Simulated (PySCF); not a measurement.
Bond curve of LiP

Set-up: PySCF, no relativity, basis sets Li def2-TZVP, P def2-TZVP. Energies in eV from Li + P in their ground configurations at the same level. State: ³Σ⁻ (triplet), unpaired electrons π ↑↑.

| R (Å) | B2PLYP | PBEsol | PBE |
| --- | --- | --- | --- |
| 2.001 | -1.318 | -1.474 | -1.402 |
| 2.094 | -1.537 | -1.690 | -1.621 |
| 2.187 | -1.661 | -1.812 | -1.746 |
| 2.257 | -1.705 | -1.859 | -1.793 |
| 2.327 | -1.719 | -1.874 | -1.810 |
| 2.397 | -1.707 | -1.866 | -1.802 |
| 2.490 | -1.663 | -1.827 | -1.764 |
| 2.606 | -1.573 | -1.745 | -1.683 |
| 2.746 | -1.434 | -1.618 | -1.557 |
| 2.932 | -1.221 | -1.425 | -1.365 |

Problem. Put a parabola through the three lowest points of the B2PLYP curve and estimate Re, k and ωe (reduced mass 5.72 u; 1 eV/Å² = 0.16022 mdyn/Å; ωe = 1302.8·√(k/μ) cm⁻¹).

Solution. Through R = 2.257, 2.327, 2.397 Å the second-order coefficient is 2.65 eV/Å², so Re ≈ 2.330 Å, k ≈ 0.850 mdyn/Å and ωe ≈ 502 cm⁻¹. A polynomial fit of higher order to the unrounded B2PLYP energies gives Re = 2.327 Å, k = 0.814 mdyn/Å, ωe = 491 cm⁻¹; anharmonicity and rounding make the difference.

The higher-order fit for each curve: B2PLYP: Re = 2.327 Å, ωe = 491 cm⁻¹, De = 1.72 eV; PBEsol: Re = 2.335 Å, ωe = 476 cm⁻¹, De = 1.87 eV; PBE: Re = 2.338 Å, ωe = 475 cm⁻¹, De = 1.81 eV.

Correlated steps freeze 5 core orbitals. B2PLYP dipoles, levels and charges come from its SCF part alone. The state was picked by a PBE0 search and need not be the measured ground state.
